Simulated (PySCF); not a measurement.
Species: C4H9O (charge -1).
Numbering: `[CH3:1][CH:2]([CH3:3])[CH2:4][O-:5]` (hydrogens: H6, H7, H8 on C1; H9 on C2; H10, H11, H12 on C3; H13, H14 on C4)

Structure used (GFN2-xTB), in Å, numbered top down from 1:
```
atom  x, y, z in Å
C1    -0.0845    1.4355    0.1925
C2     0.1533    0.0480   -0.3847
C3    -1.1543   -0.7085   -0.5802
C4     1.1659   -0.7218    0.5642
O5     2.3058   -0.1310    0.7502
H6     0.8880    1.8390    0.4695
H7    -0.6991    1.3717    1.0911
H8    -0.5739    2.1060   -0.5208
H9     0.6535    0.1585   -1.3551
H10   -1.6461   -0.8614    0.3814
H11   -0.9665   -1.6873   -1.0220
H12   -1.8407   -0.1604   -1.2332
H13    0.5580   -0.9115    1.5299
H14    1.2397   -1.7771    0.0950
```

The geometry is computed with GFN2-xTB (gas phase).

Take the most abundant isotopes and a rigid rotor. The values belong to one conformer with, in the numbering `[CH3:1][CH:2]([CH3:3])[CH2:4][O-:5]`, C1–C2–C4–O5 -57°.

Question: Give the principal moments of inertia and the rotational constants in cm⁻¹.

Answer: Ia = 64.54, Ib = 137.89, Ic = 183.36 u·Å²; 505379 MHz·u·Å²/I gives 7831, 3665 and 2756 MHz, that is A = 0.26120, B = 0.12226, C = 0.09194 cm⁻¹.

Question: Classify the top.

Answer: An asymmetric top: κ = (2 × 3665 − 7831 − 2756)/(7831 − 2756) = -0.64.

Question: Is it planar, by Δ = Ic − Ia − Ib?

Answer: Not planar: Δ = Ic − Ia − Ib = -19.07 u·Å². For a rigid frame Δ = −2 Σ m c², so Σ m c² = 9.53 u·Å² lies off the ab plane: 7.11 from hydrogen and 2.42 from heavier atoms. The atom farthest from that plane is 1.44 Å away.

Question: List the rotational levels J(Ka,Kc) to J = 5 (cm⁻¹).

Answer: Above 0(0,0):
J = 1: 1(0,1) 0.2142, 1(1,1) 0.3531, 1(1,0) 0.3835
J = 2: 2(0,2) 0.6381, 2(1,2) 0.7512, 2(1,1) 0.8422, 2(2,1) 1.2590, 2(2,0) 1.2634
J = 3: 3(0,3) 1.2636, 3(1,3) 1.3457, 3(1,2) 1.5272, 3(2,2) 1.9016, 3(2,1) 1.9232, 3(3,1) 2.6747, 3(3,0) 2.6751
J = 4: 4(0,4) 2.0807, 4(1,4) 2.1341, 4(1,3) 2.4344, 4(2,3) 2.7549, 4(2,2) 2.8161, 4(3,2) 3.5393, 4(3,1) 3.5421, 4(4,1) 4.6111, 4(4,0) 4.6111
J = 5: 5(0,5) 3.0821, 5(1,5) 3.1136, 5(1,4) 3.5573, 5(2,4) 3.8160, 5(2,3) 3.9465, 5(3,3) 4.6217, 5(3,2) 4.6328, 5(4,2) 5.6919, 5(4,1) 5.6922, 5(5,1) 7.0697, 5(5,0) 7.0697
Those of J = 1 are B + C, A + C and A + B.

GFN2-xTB frequencies: not computed here. No vibrational averaging or centrifugal distortion is included, and the geometry carries the error of its method.
